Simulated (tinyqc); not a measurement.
A ladder of methods, and size consistency: correlation methods against full CI in the sto-6g basis, for LiH, spin multiplicity 1. Computed by the program tinyqc with PySCF. All electrons correlated; +Q is the Davidson correction (1 - c0^2) E_corr. The last columns treat two copies 100 angstrom apart as one system. FCI is the lowest singlet.

Geometry (angstrom):
```
atom,x,y,z
Li,0.0000,0.0000,0.0000
H,0.0000,0.0000,1.7910
```

RHF energy of one = -7.940440 hartree

Correlation energies (hartree):
```
method,E_corr of one,share of FCI (%),E_corr of two at 100 angstrom,two minus twice one (mhartree)
MP2,-0.014733,60.7681,-0.029465,-3.20e-05
CISD,-0.024228,99.9337,-0.046936,1.5202
CISD+Q,-0.025059,103.3621,-0.049730,0.3880
CCSD,-0.024232,99.9486,-0.048463,-7.32e-05
CCSD(T),-0.024241,99.9894,-0.048483,-7.30e-05
FCI,-0.024244,100.0000,-,-
```

What does the comparison show, and why?

MP2 recovers 61 %, CISD 99.9 % and CCSD 99.9 % of the FCI value (c0^2 = 0.966 in CISD). MP2 and coupled cluster are size consistent, so their last column vanishes but for a trace of long-range electrostatics; CISD loses 1.52 mhartree, since a double excitation on each copy is a quadruple of the pair, and the Davidson correction leaves +0.39.
